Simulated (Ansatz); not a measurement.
Program: Ansatz. Geometries: PBE0-D4/def2-TZVP. ΔE: electronic, gas phase. CCSD(T)/CBS adds triple-zeta CCSD(T) − MP2 to the extrapolated MP2 energy (def2 sets, frozen cores). DFT in def2-TZVPP. B3LYP here is the variant with VWN-RPA as its local correlation; programs differ in this. One conformer a species, not always the lowest.

Reaction (isomerisation): `FC1(S)C=N1` → `FC1=NCS1`

| level | ΔE (kJ/mol) | difference from CCSD(T)/CBS |
| --- | --- | --- |
| PBE-D4 | -115.1 | -8.0 |
| BLYP-D4 | -106.9 | 0.2 |
| r2SCAN-D4 | -112.9 | -5.8 |
| B97M-V | -109.7 | -2.6 |
| B3LYP-D4 | -107.5 | -0.4 |
| r2SCANh-D4 | -112.7 | -5.6 |
| PBE | -114.6 | -7.5 |
| BLYP | -105.4 | 1.7 |
| BHLYP | -107.1 | 0.0 |
| CCSD/def2-SVP | -88.8 | 18.3 |
| CCSD(T)/def2-SVP | -91.1 | 16.0 |
| SCS-MP2/def2-TZVPP | -107.0 | 0.1 |
| CCSD/def2-TZVPP | -105.1 | 2.0 |
| SCS-MP2/def2-QZVPP | -106.2 | 0.9 |
| MP2/CBS(def2) | -110.2 | -3.1 |
| CCSD/CBS(def2) | -103.7 | 3.4 |
| CCSD(T)/CBS | -107.1 | 0 |

Largest T1 diagnostic among the species: 0.014.

At CCSD(T), def2-SVP lies +16.0 kJ/mol from the extrapolated value and def2-TZVPP −1.4 kJ/mol. In def2-TZVPP, CCSD(T) changes the Hartree–Fock value by −7.8 kJ/mol (the triples alone add −3.4 kJ/mol) and MP2 by −11.0 kJ/mol. Leaving LDA and LC-ωPBE aside and taking each functional with its dispersion term where it has one, the values, not all of them listed here, spread over 13.1 kJ/mol, from PBE-QIDH to ωB97X-V. LDA lies −10.8 kJ/mol from PBE without D4.
